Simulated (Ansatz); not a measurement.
HAl–PH, HAl–AsH: atomization energies

Ansatz 0.2.0, basis cc-pVTZ; geometries are PBE0/def2-TZVP minima. Wave-function levels freeze the cores with the filled d shells of p-block atoms; HF, MP2 and coupled cluster are restricted for singlets and unrestricted otherwise, atoms included, restricted open-shell where a d shell is frozen. The reference is CCSDT(Q) (coupled cluster only where its series has nearly closed). An error is the level's value less the reference. None of these values is a measured one. Energies are electronic, without zero-point terms. No spin–orbit coupling and no scalar relativity. The species are chosen: bound, without strong static correlation by their natural occupations or amplitudes, in their lowest spin state as far as vertical gaps and like structures tell, and with a ladder that closes on the reference, so errors are smaller than for species at large; levels whose determinant breaks symmetry or spin markedly are left out.

| species | bonds (Å) | quantity | symmetry of the states | reference | value (kcal/mol) | error CCSD | error CCSD(T) | error CCSDT |
| --- | --- | --- | --- | --- | --- | --- | --- | --- |
| HAl–PH, singlet | Al–P 2.131, Al–H 1.583, P–H 1.451, angles at P 75°, angles at Al 177° | atomization | A' | CCSDT(Q) | 197.0 | -6.0 | -0.5 | -0.6 |
| HAl–AsH, singlet | Al–As 2.217, Al–H 1.583, As–H 1.572, angles at As 67°, angles at Al 172° | atomization | A' | CCSDT(Q) | 185.2 | -5.8 | -0.6 | -0.5 |

The reference falls from P to As, by 11.8 kcal/mol in all.
